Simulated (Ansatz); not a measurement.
C4H10S, SMILES `CCCSC`. Total charge 0; spin multiplicity 1.

Cartesian coordinates in Å:
```
C 1.860 -0.663 0.135
C 0.977 0.532 -0.173
C -0.191 0.209 -1.093
S -1.398 -0.967 -0.442
C -2.150 0.023 0.855
H 2.299 -1.071 -0.780
H 2.678 -0.388 0.804
H 1.283 -1.460 0.609
H 1.571 1.319 -0.653
H 0.600 0.969 0.757
H -0.724 1.120 -1.380
H 0.172 -0.254 -2.015
H -2.561 0.950 0.450
H -2.967 -0.569 1.268
H -1.448 0.250 1.658
```

Task: What are the harmonic wavenumbers in cm⁻¹ at PBE0-D4/def2-TZVP (Ansatz, finite differences of forces, unscaled)? (An estimate is asked.)

Result: The calculation gave: 49, 135, 176, 209, 238, 328, 430, 665, 750, 789, 837, 907, 965, 973, 1055, 1083, 1111, 1242, 1268, 1323, 1347, 1370, 1404, 1447, 1457, 1475, 1481, 1487, 1500, 3036, 3047, 3048, 3050, 3073, 3102, 3119, 3130, 3132, 3151.

Task: Is this a minimum?

Result: Yes, all 39 modes are real.

Task: Give the ideal-gas thermochemistry at 298.15 K and 1 bar (rigid rotor, harmonic oscillator; point group C1, symmetry number 1).

Result: Zero-point energy 349.3 kJ/mol; H(298) − E = 371.0 kJ/mol; entropy 351.6 J/(mol·K), of which translation 165.0, rotation 111.8, vibration 74.8; G(298) − E = 266.2 kJ/mol. Modes under 100 cm⁻¹ are hindered rotations or soft bends, so the harmonic entropy is rough.

Task: Rotational constants (cm⁻¹)?

Result: 0.2216, 0.07396, 0.07164.
